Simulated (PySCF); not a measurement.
# Be: ionisation energy

Be [He] 2s2 (1S) → Be⁺ [He] 2s1 (2S), as a difference of total energies. Computed with PySCF 2.14 in aug-cc-pVDZ (4s3p2d, 23 functions), with the non-relativistic Hamiltonian (point nucleus). Correlated levels: valence: 1s2 frozen. The calculations carry no spin-orbit coupling.

| method | ionisation energy (eV) |
| --- | --- |
| UHF | 8.075 |
| MP2 (valence) | 8.776 |
| SCS-MP2 (valence) | 8.916 |
| CCSD (valence) | 9.286 |

Task: Estimate what BP86 gives.

Result: 9.150 eV, closest to CCSD (valence) among the rows shown.

Task: Estimate what PBE0 gives.

Result: 9.012 eV, closest to SCS-MP2 (valence) among the rows shown.

Errors of the correlated levels include the incompleteness of this basis and the frozen core.

With two correlated electrons CCSD is exact in that space.

For comparison: 9.323 eV (measured; NIST Atomic Spectra Database, ionization energies).
